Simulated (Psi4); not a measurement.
**triplet COF2: levels of theory compared**

Wanted: a comparison of 3 runs (UBLYP/aug-cc-pVDZ, USVWN5/aug-cc-pVDZ, UTPSS/aug-cc-pVDZ) of triplet COF2. 

The calculation is run with Psi4 1.11.

2 further runs of the same task are left out: 2 set aside as unsound or not needed.

## (1) The molecule

COF2 has 4 atoms, charge 0, and is taken as a triplet. As SMILES of the parent species, `O=C(F)F`. The coordinates come from a PBE0-D4/def2-TZVP relaxation. That shape belongs to the parent species and isn't relaxed for this state.

Bond lengths: O1–C2 1.169 Å, C2–F3 1.309 Å, C2–F4 1.309 Å. Angles: O1–C2–F3 126.1°, O1–C2–F4 126.1°, F3–C2–F4 107.8°.

## (2) A single-point energy at UBLYP/aug-cc-pVDZ (run 1)

The input, cf2o.json:

```json
{
 "schema_name": "qcschema_input",
 "schema_version": 1,
 "molecule": {
  "schema_name": "qcschema_molecule",
  "schema_version": 2,
  "symbols": ["O", "C", "F", "F"],
  "geometry": [-2.34828707, -0.29744289, 0.29084775, -0.17353355, -0.02197751, 0.02148619, 1.59774454, -1.5621799, 0.80250999, 0.92405718, 1.8816003, -1.11486282],
  "molecular_charge": 0,
  "molecular_multiplicity": 3,
  "fix_symmetry": "c1"
 },
 "driver": "energy",
 "model": {
  "method": "blyp",
  "basis": "aug-cc-pVDZ"
 },
 "keywords": {
  "reference": "uks",
  "puream": true,
  "e_convergence": 1e-09,
  "d_convergence": 1e-08,
  "scf_type": "pk",
  "dft_radial_points": 99,
  "dft_spherical_points": 590,
  "maxiter": 100
 }
}
```

The run is started by

```sh
psi4 --qcschema cf2o.json -n 1 --memory 2200MB
```

stdout:

```text
[...]
  Running in c1 symmetry.
[...]
  Nuclear repulsion =  120.136422958684221
[...]
  Multiplicity = 3
[...]
  Nalpha       = 17
  Nbeta        = 15
[...]
    Number of basis functions: 92
[...]
   @UKS iter   1:  -312.49472191243126    3.55435e-01   8.46128e-03 DIIS/ADIIS
[...]
   @UKS iter  13:  -312.78627796944943   -9.66338e-13   2.80675e-09 DIIS
[...]
   @S^2 Observed:                2.003898549E+00
[...]
    Orbital Energies [Eh]
    ---------------------
    Alpha Occupied:
       1A    -24.385981     2A    -24.385969     3A    -18.924560
       4A    -10.088084     5A     -1.228466     6A     -1.159968
       7A     -1.084968     8A     -0.620217     9A     -0.570720
      10A     -0.519586    11A     -0.517533    12A     -0.437889
      13A     -0.420643    14A     -0.412051    15A     -0.388272
      16A     -0.382717    17A     -0.069528
    Alpha Virtual:
      18A     -0.025914    19A      0.033109    20A      0.034620
      21A      0.036897    22A      0.101842    23A      0.118026
      24A      0.131639    25A      0.140184    26A      0.159030
[...]
  @UKS Final Energy:  -312.78627796944943
   => Energetics <=
    Nuclear Repulsion Energy =            120.1364229586842214
    One-Electron Energy =                -670.3512474781165338
    Two-Electron Energy =                 272.3379221701528650
    DFT Exchange-Correlation Energy =     -34.9093756201699321
    Empirical Dispersion Energy =           0.0000000000000000
    VV10 Nonlocal Energy =                  0.0000000000000000
    Total Energy =                       -312.7862779694494293
[...]
 Multipole Moments:
 ------------------------------------------------------------------------------------
     Multipole            Electronic (a.u.)      Nuclear  (a.u.)        Total (a.u.)
 ------------------------------------------------------------------------------------
 L = 1.  Multiply by 2.5417464519 to convert [e a0] to [Debye]
 Dipole X            :          1.1281795           -1.1401014           -0.0119219
 Dipole Y            :          0.1429042           -0.1444089           -0.0015047
 Dipole Z            :         -0.1397348            0.1412094            0.0014746
 Magnitude           :                                                    0.0121066
[...]
```

The result, in JSON:

```text
{
 "driver": "energy",
 "model": {
  "method": "blyp",
  "basis": "aug-cc-pVDZ"
 },
 "success": true,
 "return_result": -312.78627796944943,
 "properties": {
  "calcinfo_nbasis": 92,
  "calcinfo_nmo": 92,
  "calcinfo_nalpha": 17,
  "calcinfo_nbeta": 15,
  "calcinfo_natom": 4,
  "nuclear_repulsion_energy": 120.13642295868422,
  "return_energy": -312.78627796944943,
  "scf_one_electron_energy": -670.3512474781165,
  "scf_two_electron_energy": 272.33792217015286,
  "scf_xc_energy": -34.90937562016993,
  "scf_dipole_moment": [-0.011921909684291743, -0.0015047262781031634, 0.0014745846459319756],
  "scf_total_energy": -312.78627796944943,
  "scf_iterations": 13
 }
}
```

It took 38 s on 1 thread of Intel Xeon at 2.50GHz (Skylake/Cascade Lake), shared host; peak memory 0.94 GiB.

## (3) Energy and gradient at USVWN5/aug-cc-pVDZ (run 2)

The input, run.py:

```python
import psi4

psi4.set_memory(2200000000)
psi4.set_num_threads(1)
psi4.set_output_file('run.log', False)

molecule = psi4.geometry("""
0 3
O     -2.34828707    -0.29744289     0.29084775
C     -0.17353355    -0.02197751     0.02148619
F      1.59774454    -1.56217990     0.80250999
F      0.92405718     1.88160030    -1.11486282
units au
symmetry c1
no_reorient
no_com
""")

psi4.set_options({
    'basis': 'aug-cc-pVDZ',
    'reference': 'uks',
    'puream': True,
    'e_convergence': 1e-09,
    'd_convergence': 1e-08,
    'scf_type': 'pk',
    'dft_radial_points': 99,
    'dft_spherical_points': 590,
    'maxiter': 100,
})

energy_value, wavefunction = psi4.gradient("scf", dft_functional={"name": "SVWN5", "x_functionals": {"LDA_X": {}}, "c_functionals": {"LDA_C_VWN": {}}}, return_wfn=True)
psi4.oeprop(wavefunction, "MULLIKEN_CHARGES", "QUADRUPOLE", "DIPOLE")
print('gradient / Eh bohr^-1')
print(energy_value.np.round(6))
print(f'energy = {wavefunction.energy():.10f} Eh')
for k, v in sorted(psi4.core.scalar_variables().items()):
    print(f'{k:45s} {v:18.10f}')
```

The run is started by

```sh
python run.py
```

run.log:

```text
[...]
  Running in c1 symmetry.
[...]
  Nuclear repulsion =  120.136422958684221
[...]
  Multiplicity = 3
[...]
  Nalpha       = 17
  Nbeta        = 15
[...]
    Number of basis functions: 92
[...]
   @UKS iter   1:  -310.39848232350630    3.76252e-01   8.34915e-03 DIIS/ADIIS
[...]
   @UKS iter  13:  -310.68166585559828   -1.08002e-12   1.58054e-09 DIIS
[...]
   @S^2 Observed:                2.002579233E+00
[...]
  @UKS Final Energy:  -310.68166585559828
   => Energetics <=
    Nuclear Repulsion Energy =            120.1364229586842214
    One-Electron Energy =                -670.0796707735460132
    Two-Electron Energy =                 272.0023258025437372
    DFT Exchange-Correlation Energy =     -32.7407438432801854
    Empirical Dispersion Energy =           0.0000000000000000
    VV10 Nonlocal Energy =                  0.0000000000000000
    Total Energy =                       -310.6816658555982826
[...]
  -Total Gradient:
     Atom            X                  Y                   Z
    ------   -----------------  -----------------  -----------------
       1        0.242480646517     0.030713844972    -0.030033511455
       2       -0.231332011468    -0.029298809304     0.028651381431
       3       -0.013339429028     0.038996279627    -0.021414679507
       4        0.002192117428    -0.040411164029     0.022796655127
[...]
 Multipole Moments:
 ------------------------------------------------------------------------------------
     Multipole            Electronic (a.u.)      Nuclear  (a.u.)        Total (a.u.)
 ------------------------------------------------------------------------------------
 L = 1.  Multiply by 2.5417464519 to convert [e a0] to [Debye]
 Dipole X            :         -2.8347783            2.8687176            0.0339393
 Dipole Y            :         -0.3590714            0.3633754            0.0043040
 Dipole Z            :          0.3512709           -0.3554763           -0.0042054
 Magnitude           :                                                    0.0344686
 L = 2.  Multiply by 1.3450342976 to convert [e a0^2] to [Debye ang]
 Quadrupole XX       :        -91.0095478           74.9563242          -16.0532236
 Quadrupole XY       :          1.1031247           -1.2045899           -0.1014652
[...]
  Mulliken Charges: (a.u.)
   Center  Symbol    Alpha    Beta     Spin     Total
       1     O     4.50345  3.56064  0.94281 -0.06409
       2     C     3.12677  2.37797  0.74880  0.49526
       3     F     4.68489  4.53070  0.15419 -0.21559
       4     F     4.68489  4.53069  0.15419 -0.21558
   Total alpha = 17.00000, Total beta = 15.00000, Total charge = -0.00000
```

The script printed:

```text
gradient / Eh bohr^-1
[[ 0.242481  0.030714 -0.030034]
 [-0.231332 -0.029299  0.028651]
 [-0.013339  0.038996 -0.021415]
 [ 0.002192 -0.040411  0.022797]]
energy = -310.6816658556 Eh
CURRENT ENERGY                                   -310.6816658556
CURRENT REFERENCE ENERGY                         -310.6816658556
DD SOLVATION ENERGY                                 0.0000000000
DFT FUNCTIONAL TOTAL ENERGY                      -310.6816658556
DFT TOTAL ENERGY                                 -310.6816658556
DFT VV10 ENERGY                                     0.0000000000
DFT XC ENERGY                                     -32.7407438433
GRID ELECTRONS ALPHA                               16.9999999555
GRID ELECTRONS BETA                                14.9999999522
GRID ELECTRONS TOTAL                               31.9999999078
NUCLEAR REPULSION ENERGY                          120.1364229587
ONE-ELECTRON ENERGY                              -670.0796707735
PCM POLARIZATION ENERGY                             0.0000000000
PE ENERGY                                           0.0000000000
SCF ITERATION ENERGY                             -310.6816658556
SCF ITERATIONS                                     13.0000000000
SCF TOTAL ENERGY                                 -310.6816658556
TWO-ELECTRON ENERGY                               272.0023258025
XC GRID RADIAL POINTS                              99.0000000000
XC GRID SPHERICAL POINTS                          590.0000000000
XC GRID TOTAL POINTS                           228515.0000000000
```

It took 40 s on 1 thread of Intel Xeon at 2.50GHz (Skylake/Cascade Lake), shared host; peak memory 0.51 GiB.

## (4) Energy and forces at UTPSS/aug-cc-pVDZ (run 3)

The input, job.in:

```
memory 2.2 GB

molecule {
  0 3
  O
  C 1 r2
  F 2 r3 1 a3
  F 2 r4 1 a4 3 d4

  r2 = 1.16875
  r3 = 1.309074
  a3 = 126.07761
  r4 = 1.30907
  a4 = 126.07782
  d4 = -179.99993
  units angstrom
  symmetry c1
}

set reference uks
set puream true
set e_convergence 1e-09
set d_convergence 1e-08
set scf_type pk
set dft_radial_points 99
set dft_spherical_points 590
set maxiter 100

e, wfn = gradient('tpss/aug-cc-pVDZ', return_wfn=True)
oeprop(wfn, 'MAYER_INDICES', 'DIPOLE', 'LOWDIN_CHARGES')
```

The run is started by

```sh
psi4 job.in job.out -n 1
```

job.out:

```text
[...]
  Running in c1 symmetry.
[...]
  Nuclear repulsion =  120.136421101656296
[...]
  Multiplicity = 3
[...]
  Nalpha       = 17
  Nbeta        = 15
[...]
    Number of basis functions: 92
[...]
   @UKS iter   1:  -312.58800505366395    2.97518e-01   7.87067e-03 ADIIS/DIIS
[...]
   @UKS iter  13:  -312.84821397038735   -1.76215e-12   4.00592e-09 DIIS
[...]
   @S^2 Observed:                2.005068041E+00
[...]
  @UKS Final Energy:  -312.84821397038735
   => Energetics <=
    Nuclear Repulsion Energy =            120.1364211016562962
    One-Electron Energy =                -670.4986513972870625
    Two-Electron Energy =                 272.5098766330276021
    DFT Exchange-Correlation Energy =     -34.9958603077842199
    Empirical Dispersion Energy =           0.0000000000000000
    VV10 Nonlocal Energy =                  0.0000000000000000
    Total Energy =                       -312.8482139703873486
[...]
  -Total Gradient:
     Atom            X                  Y                   Z
    ------   -----------------  -----------------  -----------------
       1        0.000000245613     0.000000066613     0.277308307923
       2       -0.000000641227     0.000002597295    -0.249155552892
       3        0.000000159877     0.061651689297    -0.014077146368
       4        0.000000235204    -0.061654367923    -0.014079369002
[...]
 Multipole Moments:
 ------------------------------------------------------------------------------------
     Multipole            Electronic (a.u.)      Nuclear  (a.u.)        Total (a.u.)
 ------------------------------------------------------------------------------------
 L = 1.  Multiply by 2.5417464519 to convert [e a0] to [Debye]
 Dipole X            :         -0.0000014            0.0000005           -0.0000009
 Dipole Y            :          0.0000027            0.0000024            0.0000051
 Dipole Z            :          1.0944675           -1.1578537           -0.0633862
 Magnitude           :                                                    0.0633862
[...]
```

It took 2 min on 1 thread of Intel Xeon at 2.50GHz (Skylake/Cascade Lake), shared host; peak memory 1.1 GiB.

## (5) Overview of the runs

```
run               level      task  energy (Eh)  dipole moment (D)  HOMO energy (eV)   ⟨S²⟩  wall time
  1   UBLYP/aug-cc-pVDZ    energy  -312.786278               0.03             -1.89  2.004       38 s
  2  USVWN5/aug-cc-pVDZ  gradient  -310.681666               0.09             -1.97  2.003       40 s
  3   UTPSS/aug-cc-pVDZ  gradient  -312.848214               0.16             -2.08  2.005      2 min
```

## (6) Results

```
                                 quantity          value
                      run 3: total energy  -312.84821 Eh
                     run 3: dipole moment         0.16 D
run 3: HOMO energy (highest over α and β)       -2.08 eV
                              run 3: ⟨S²⟩          2.005
          run 3: largest force on an atom    14.260 eV/Å
```

In words: The dipole moment (its size) runs from 0.03 D (UBLYP/aug-cc-pVDZ) to 0.16 D (UTPSS/aug-cc-pVDZ). Totals of different functionals can't be ranked against each other. All runs together took 3.3 min, the longest 2 min.
